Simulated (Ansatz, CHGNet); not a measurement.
## Lattice constant a of bcc W: levels of theory against measurement

Reference value: 3.16 Å (measured, static lattice: zero-point anharmonic expansion removed; as tabulated in Mejia-Rodriguez and Trickey (2018), arXiv:1807.09216).

Task: Which of these levels comes closest to the reference?
(A) r²SCAN+SOC (Ansatz, a first-principles code)
(B) PBE-D3(BJ) (Ansatz)
(C) CHGNet 0.3.0 (CHGNet)
(D) LDA (Ansatz)

Result: B, PBE-D3(BJ) (Ansatz)

```json
[
 {"level (code)": "CHGNet 0.3.0 (CHGNet)", "value (Å)": "3.185", "error (%)": "+0.79"},
 {"level (code)": "LDA (Ansatz)", "value (Å)": "3.135", "error (%)": "-0.79"},
 {"level (code)": "PBE-D3(BJ) (Ansatz)", "value (Å)": "3.159", "error (%)": "-0.03"},
 {"level (code)": "r²SCAN+SOC (Ansatz)", "value (Å)": "3.170", "error (%)": "+0.32"}
]
```

The best agreement in this table is that of PBE-D3(BJ) (-0.03 %). Farthest off: CHGNet 0.3.0 (+0.79 %), LDA (-0.79 %). Within 2 %: CHGNet 0.3.0, LDA, PBE-D3(BJ), r²SCAN+SOC.

Density-functional levels without +SOC have no spin–orbit coupling. Cutoffs differ between the levels. Ansatz's density-functional and Hartree–Fock values are scalar-relativistic unless marked +SOC, with PAW data made under PBE.

Machine-learned potentials (CHGNet 0.3.0) are trained on DFT data, which may include these solids.

Differences are worked out from the printed values.
